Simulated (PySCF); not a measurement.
Compound: N-methylethylenediamine, C3H10N2.
Geometry (PBE0-D3(BJ)/def2-SVP, Å), atoms numbered from 1 in this order:
```xyz
15
C3H10N2 angstrom
C      2.1733    0.3813    0.3885
N      0.7994    0.4470   -0.0408
C     -0.0049   -0.6741    0.3861
C     -1.3913   -0.6126   -0.2342
N     -2.0151    0.6747    0.0253
H      2.3087    0.2483    1.4852
H      2.6838   -0.4638   -0.1032
H      2.7068    1.2979    0.0934
H      0.3706    1.2950    0.3252
H      0.4918   -1.6072    0.0667
H     -0.1047   -0.7310    1.4943
H     -2.0098   -1.4040    0.2195
H     -1.3051   -0.8524   -1.3142
H     -3.0197    0.6240   -0.1229
H     -1.6710    1.3591   -0.6462
```

Linear response at CAM-B3LYP/def2-SVPD (PySCF, frozen core in the response, non-relativistic).

Static isotropic polarisability: 58.09 au (8.61 Å³), principal values 52.2, 55.6, 66.5 au.

Task: What is the polarisability at 1064 nm and at the sodium D line?

Result: 58.51 au at 1064 nm (+0.7 %), 59.48 au at 589.3 nm (+2.4 %). The rise at 589.3 nm is 3.35 times that at 1064 nm; a pure ω² law gives 3.26. The lowest singlet lies at 202 nm, shorter than both wavelengths.

Task: What is the isotropic C6 coefficient between two such molecules, C6 = (3/π)∫α(iω)² dω?

Result: 1502 au (Eh·bohr⁶) by a ten-point quadrature over imaginary frequencies, which is 897 eV·Å⁶ or 86.6 J·nm⁶/mol.

Task: Which effective excitation energy ω̄ makes London's formula C6 = (3/4)α²ω̄ exact here?

Result: ω̄ = 4·C6/(3α²) = 0.593 Eh = 16.1 eV. A one-pole form α(ω) = α/(1 − ω²/ω̄²) fitted to the 1064 nm value gives 13.8 eV.

Task: What molar refraction at the D line follows from R = (4π/3)·N_A·α′, with α′ the polarisability volume?

Result: α′ = 8.81 Å³ gives R = 22.23 cm³/mol, for isolated, non-vibrating species.

Task: How many electrons N does the Slater–Kirkwood formula C6 = (3/4)·√N·α^(3/2) need to give this C6?

Result: N = (4·C6/3)²/α³ = 20.5; the species has 42 electrons in all.

Task: What three-body coefficient follows from the one-pole estimate C9 = (3/4)·α·C6?

Result: 65400 au. This is an estimate from the two numbers above, not a computed integral.

One conformer stands for the species.
